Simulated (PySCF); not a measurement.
Ionisation and electron attachment of chlorine molecule

System: `ClCl` (Cl2). Non-hydrogen atoms are numbered in `[Cl:1][Cl:2]`.

Level of theory: M06-2X/ma-def2-TZVP single points in PySCF, grid level 3; every species was optimised with PBE0-D3(BJ)/ma-def2-SVP. Thermal corrections: PBE0-D3(BJ)/ma-def2-SVP frequencies, unscaled, ideal gas at 298.15 K and 1 bar, quasi-RRHO entropy.

Frontier levels of the parent: HOMO -10.18 eV, LUMO -2.36 eV.

Oxidation to the radical cation:
| Property | Result |
| --- | --- |
| Vertical ionisation energy (electronic) | 11.77 eV |
| Adiabatic ionisation energy (with zero-point energy) | 11.54 eV |
| Adiabatic, electronic part | 11.53 eV |
| Vertical gap at the product's structure | 11.51 eV |
| Inner reorganisation energy (four-point) | 265 meV |
| Relaxation of product / of parent | 240 / 25 meV |
| ⟨S²⟩ of the product | 0.755 |
| Largest spin populations | Cl1 0.50, Cl2 0.50 |
| Largest changes of atomic charge | Cl1 0.50, Cl2 0.50 |
| Distances that move most (Å) | Cl1–Cl2 2.029 → 1.923 |

Reduction to the radical anion, in which a bond forms, breaks or stretches far on relaxation ([Cl2]-•):
- Vertical electron affinity (electronic): 1.06 eV
- Adiabatic electron affinity (with zero-point energy): 2.54 eV
- Adiabatic, electronic part: 2.52 eV
- Vertical gap at the product's structure: 4.53 eV
- ⟨S²⟩ of the product: 0.755
- Largest spin populations: Cl2 0.50, Cl1 0.50
- Largest changes of atomic charge: Cl1 -0.50, Cl2 -0.50
- Distances that move most (Å): Cl1–Cl2 2.029 → 2.659

Against the Active Thermochemical Tables (version 1.112): ionisation energy to the radical cation 11.48 (computed 11.54, error 0.05) eV.

Measured values (NIST Chemistry WebBook, evaluated or the median of agreeing entries): vertical ionisation energy 11.54 eV (computed 11.77, difference 0.23); adiabatic ionisation energy 11.48 eV (computed 11.54, difference 0.06).

Known limits: spin-orbit coupling is left out of the energies, which matters for open shells on the heavier atoms; the split of the reorganisation energy is sensitive to the structures, which come from another level (PBE0-D3(BJ)/ma-def2-SVP).

Structures, frequencies and single points took 32 s of wall time on 1 thread of Arm Neoverse V1 (shared host), launched as `OMP_NUM_THREADS=1 python redox_run.py task.json out`.

Differences come from unrounded values, so a last digit can differ from that of the printed terms.
